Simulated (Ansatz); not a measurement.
Input file:

```yaml
crystal:
  periodic: [false, false, false]
  atoms:
    - {symbol: C, position_ang: [0.002340, -0.205586, 0.819659]}
    - {symbol: N, position_ang: [0.001498, -0.121743, -0.397790]}
    - {symbol: Si, position_ang: [0.049469, -0.045711, -2.117193]}
    - {symbol: H, position_ang: [-0.053306, 0.373040, 1.695325]}
basis:
  gaussian: {orbitals: "6-31G*"}
magnetization: {spin_polarized: false, initial_magnetization: 2}
correlation: {method: mp2, electrons: valence}
scf: {lower_state_search: full}
```

```sh
$ ansatz run in.yaml --threads 1 --pin off --events-out ev --progress --plain --max-ram 2393MiB
```

Output:

```
479 factors; integrals over basis functions are off by at most 1.1e-3 eV
mean field evaluation 1: about -10384.6454 eV, gradient 2.3e1 eV
mean field evaluation 2: about -10384.6847 eV, gradient 2.3e1 eV
mean field evaluation 4: about -10386.3506 eV, gradient 2.9e0 eV
mean field evaluation 8: about -10386.6048 eV, gradient 9.6e-1 eV
mean field evaluation 16: about -10386.6375 eV, gradient 4.3e-5 eV
mean field evaluation 32: about -10386.6362 eV, gradient 2.0e-1 eV
mean field evaluation 64: about -10386.5064 eV, gradient 1.2e0 eV
mean field evaluation 96: about -10280.7949 eV, gradient 1.2e2 eV
mean field evaluation 128: about -10386.6369 eV, gradient 1.2e-1 eV
mean field evaluation 160: about -10386.5078 eV, gradient 3.1e0 eV
mean field evaluation 192: about -10310.6944 eV, gradient 1.2e2 eV
mean field -10386.63754792 eV, -381.7018895703 hartree, gradient 1.2e-6 eV, S^2 2.000000; 12 other end points of the search recorded, 0 dependent functions left out
mean field evaluation 224: about -10387.2246 eV, gradient 5.6e-4 eV
7 core orbitals not correlated: weight in the atoms' cores, before any rotation towards them, 1.000 or more for the frozen orbitals, at most 0.000 for the correlated occupied ones
reference -10386.63754792 eV, -381.7018895703 hartree; 8, 6 occupied and 36, 38 virtual orbitals, 479 factors
second order -9.16987425 eV of doubles, -0.15059154 eV of singles
Total energy: -10395.95801371 eV, -382.0444103703 hartree
```

Ran on 1 thread of Intel Xeon, shared host: 18 s wall, 0.17 GiB peak host memory.
